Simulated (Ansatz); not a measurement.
C₄H₇F, SMILES `FC1CCC1`. Total charge 0; spin multiplicity 1. All single points use the PBE0-D4/def2-TZVP geometry.

```xyz
12

F     1.278   -1.778    0.485
C     0.257   -0.857    0.523
C     0.649    0.615    0.609
C    -0.533    0.904   -0.341
C    -0.476   -0.574   -0.785
H    -0.423   -1.155    1.327
H     0.675    1.091    1.589
H     1.604    0.770    0.102
H    -1.449    1.128    0.208
H    -0.389    1.665   -1.106
H     0.210   -0.703   -1.624
H    -1.405   -1.106   -0.988
```

Task: What is the dipole moment at ωB97M-V/def2-TZVPP? (An estimate is asked.)

Result: Ansatz gave: 1.85 D, with components (-1.26, 1.34, -0.13) D in this frame, pointing from negative to positive charge.

Task: And with PBE, r2SCAN, B3LYP? (An estimate is asked.)

Result: Ansatz gave: PBE 1.73 D, r2SCAN 1.80 D, B3LYP 1.86 D.

Task: Give the Mulliken charges with ωB97M-V, PBE, B3LYP in def2-TZVPP. (Estimate.)

Result: The calculation gave: 
| atom | ωB97M-V | PBE | B3LYP |
| --- | --- | --- | --- |
| F1 | -0.23 | -0.20 | -0.25 |
| C2 | 0.14 | 0.13 | 0.17 |
| C3 | -0.17 | -0.09 | -0.12 |
| C4 | -0.20 | -0.14 | -0.16 |
| C5 | -0.17 | -0.09 | -0.12 |
| H6 | 0.07 | 0.03 | 0.04 |
| H7 | 0.09 | 0.07 | 0.08 |
| H8 | 0.10 | 0.06 | 0.07 |
| H9 | 0.10 | 0.06 | 0.07 |
| H10 | 0.09 | 0.07 | 0.08 |
| H11 | 0.10 | 0.06 | 0.07 |
| H12 | 0.09 | 0.07 | 0.08 |

B3LYP here is the variant with VWN-RPA as its local correlation; programs differ in this.
